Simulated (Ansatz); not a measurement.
# A ladder of methods for BHF2 (SMILES FBF)

BHF2: 4 atoms, total charge 0, spin state singlet. As SMILES, `FBF`. Geometry: relaxed at PBE0-D4/def2-TZVP. The run starts from this shape.

Quantity: the adiabatic ionisation energy (to the doublet cation, no zero-point term), in eV. The values are calculated.

```csv
level,kind,program,value (eV),less CCSD(T)/cc-pVDZ
HF/STO-3G,Hartree–Fock,Ansatz,9.27,-3.66
HF/3-21G,Hartree–Fock,Ansatz,12.99,+0.06
HF/6-31G* (Cartesian functions),Hartree–Fock,Ansatz,12.30,-0.63
HF/cc-pVTZ,Hartree–Fock,Ansatz,12.21,-0.72
PBE/def2-SVP,GGA,Ansatz,12.59,-0.34
B3LYP/6-31G* (Cartesian functions),global hybrid,Ansatz,12.96,+0.03
MP2/6-31G* (Cartesian functions),perturbation theory,Ansatz,12.67,-0.26
MP2/aug-cc-pVDZ,perturbation theory,Ansatz,13.02,+0.09
CCSD(T)/cc-pVDZ,coupled cluster or CI,Ansatz,12.93,0.00
```

CCSD(T)/cc-pVDZ is the highest level here, not the true value. The values span 9.27 to 13.02 eV. Without the sets that lack polarisation functions the rows with a basis span only 12.21 to 13.02 eV.
